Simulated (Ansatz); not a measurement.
```yaml
crystal:
  periodic: [false, false, false]
  atoms:
    - {symbol: Ge, position_ang: [0.000000, 0.000000, 0.000000]}
    - {symbol: Al, position_ang: [0.000000, 0.000000, 2.241300]}
basis:
  gaussian: {orbitals: def2-TZVP}
total_charge: 1
hamiltonian: {xc: pbe0}
relax: {f_tol: 0.004, max_steps: 80}
```

```sh
$ ansatz run in.yaml --threads 1 --pin off --events-out ev --progress --plain --max-ram 2176MiB
```

Steps of the relaxation (energy above the last step; positions in Å, forces in eV/Å):

```
2
step 1, 779.4 meV
Ge    0.000    0.000    0.000    0.000    0.000   -2.318
Al    0.000    0.000    2.241    0.000    0.000    2.318
```

```
2
step 2, 570.6 meV
Ge    0.000    0.000   -0.073    0.000    0.000   -0.859
Al    0.000    0.000    2.314    0.000    0.000    0.859
```

```
2
step 3, 486.3 meV
Ge    0.000    0.000   -0.118    0.000    0.000   -1.011
Al    0.000    0.000    2.359    0.000    0.000    1.011
```

```
2
step 4, 178.3 meV
Ge    0.000    0.000   -0.268    0.000    0.000   -0.956
Al    0.000    0.000    2.509    0.000    0.000    0.956
```

```
2
step 7, 0.0 meV
Ge    0.000    0.000   -0.444    0.000    0.000   -0.001
Al    0.000    0.000    2.686    0.000    0.000    0.001
```

Close pairs at the end: Ge1–Al2 3.130 Å.

A stationary point of restricted PBE0 after 7 steps (its stability towards spin polarisation wasn't tested). 9.5 s on 1 thread of Intel Xeon 6975P-C, shared host.
